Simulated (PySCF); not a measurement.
Gas-phase reaction: 4 Al + 6 HCl = 3 AlHCl2 + AlH3

Method: PySCF energies plus ideal-gas RRHO corrections (1 bar). † marks an energy on the PBE0/def2-TZVP geometry and frequencies; other levels use their own. MP2 and CCSD(T) freeze the core. 6-31G* has spherical d functions here. Open shells (unrestricted): Al (multiplicity 2); the rest are closed-shell singlets. Spin-orbit splitting is ignored; it lowers the true energy and changes the entropy of Al. AlHCl2, AlH3: computed as isolated molecules; such fragments, hydroxides, amides, oligomers or adducts are transient or little studied in the gas. MP2 isn't extrapolated to the basis-set limit. CCSD(T) isn't extrapolated to the basis-set limit.

```tsv
level	ΔH°(298 K), kJ
CCSD(T)/def2-TZVPP†	…
HF/6-31G*	-1611
HF/def2-TZVP†	…
MP2/def2-SVP†	-1750
MP2/def2-TZVPP†	-1760
PBE/def2-SVP	…
PBE0/def2-QZVP†	-1681
PBE0/def2-SVP†	…
PBE0/def2-TZVP	-1698
ωB97M-V/def2-TZVP†	-1762
ωB97X-V/def2-TZVP†	-1793
```

Task: What belongs in the gaps?

Result: 
- CCSD(T)/def2-TZVPP†, ΔH°(298 K), kJ: -1674
- HF/def2-TZVP†, ΔH°(298 K), kJ: -1570
- PBE/def2-SVP, ΔH°(298 K), kJ: -1718
- PBE0/def2-SVP†, ΔH°(298 K), kJ: -1739
